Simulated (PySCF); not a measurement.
B(F)3 cation (BF3), SMILES FB(F)F (connectivity only; charge and spin as stated), charge +1, multiplicity 2. The structure is a stationary point at TPSSh-D3(BJ)/def2-TZVP. The spin state was assumed, not searched. The isomer is the one that the SMILES or the coordinates give; other isomers of the formula were not compared.

Level of theory: TPSSh-D3(BJ)/def2-TZVP in PySCF.

Harmonic wavenumbers (cm⁻¹): 182, 182, 549, 853, 1069, 1069. Rotational constants (GHz): 10.22, 10.22, 5.112; symmetry number 6.

**Question.** Work out the zero-point energy and the ideal-gas rigid-rotor harmonic-oscillator thermochemistry at 298.15 K and 1 atm.

**Answer.** ZPE = ½ Σ hcν = ½ × 3905 cm⁻¹ = 5.58 kcal/mol. H − E(el) = 8.89 kcal/mol. Entropy in cal/(mol K): translation 38.56, rotation 20.35, vibration 5.47, spin 1.38, total 65.76. G − E(el) = -10.72 kcal/mol. Cp = 14.00 cal/(mol K).
